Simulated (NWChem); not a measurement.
Correlation energy of hydrazine (H₄N₂)

SMILES: NN
```xyz
6

N      0.1745    -0.6794     0.0738
N     -0.1745     0.6794     0.0738
H     -0.6458    -1.2306     0.3138
H      0.5122    -1.0120    -0.8307
H      0.6458     1.2306     0.3138
H     -0.5122     1.0120    -0.8307
```
Charge 0, spin multiplicity 1.

All runs are NWChem calculations. The geometry was optimised at PBE0/def2-SVP, a minimum by its harmonic frequencies. It is one conformer; others weren't searched.

Basis set: def2-TZVP. Each correlation energy counts from its own Hartree-Fock reference.

The correlated methods keep 2 core orbitals frozen. Coupled-cluster values serve here as a point of comparison, not as the truth.

```csv
method,correlation energy (mHa)
MP2,-426.3
SCS-MP2,-423.9
CR-CCSD[T],?
CR-CCSD(T),-458.2
CCSD,-445.9
CCSD+T(CCSD),?
CCSD(T),-461.1
```

Q: What belongs in the gaps?

A: 
- CR-CCSD[T], correlation energy (mHa): -458.5
- CCSD+T(CCSD), correlation energy (mHa): -461.5
